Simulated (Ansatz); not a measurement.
## C2H3F, singlet: reading a ladder of total energies

Geometry: MP2(full)/6-31G*, from the G2/97 set.

| atom | x (Å) | y (Å) | z (Å) |
| --- | --- | --- | --- |
| C | 0.0933 | 0.4598 | 0.0000 |
| C | 1.2853 | -0.1230 | 0.0000 |
| F | -1.0556 | -0.2562 | 0.0000 |
| H | -0.0931 | 1.5279 | 0.0000 |
| H | 1.3847 | -1.2007 | 0.0000 |
| H | 2.1773 | 0.4884 | 0.0000 |

Basis STO-3G; Ansatz 0.2.0. Only valence electrons are correlated (noble-gas cores frozen), which leaves 18 electrons in 15 orbitals. Prefix R: restricted or restricted open-shell reference.

Full CI is exact within this basis and frozen core; it isn't the basis-set limit.

Runs differ by some tens of microhartree through their thresholds, so steps under 0.03 kcal/mol mean nothing.

| level | total energy (hartree) |
| --- | --- |
| RHF | -174.532026 |
| RMP2 | -174.667066 |
| RCCSD | -174.705968 |
| RCCSD(T) | -174.708637 |
| RCCSDT | -174.709123 |
| RCCSDT(Q) | -174.709539 |
| RCCSDTQ | -174.709553 |
| full CI | -174.709553 |

Task: What is the correlation energy at full CI, and what share of it do RMP2 and RCCSDT recover?

Result: E(corr) = -174.709553 − (-174.532026) = -0.177527 hartree = -4.831 eV. RMP2: -0.135040 / -0.177527 = 76.07 %. RCCSDT: -0.177097 / -0.177527 = 99.76 %.

Task: By how many kcal/mol does RCCSD(T) miss full CI (1 hartree = 627.509 kcal/mol), and which steps make up the rest?

Result: -174.708637 − (-174.709553) = 0.000916 hartree = 0.57 kcal/mol. Steps: RCCSDT − RCCSD(T) = -0.30, RCCSDT(Q) − RCCSDT = -0.26, RCCSDTQ − RCCSDT(Q) = -0.01, full CI − RCCSDTQ = 0.00 kcal/mol. That is within 1 kcal/mol of the reference in this basis, which itself misses far more of the correlation at the basis-set limit.
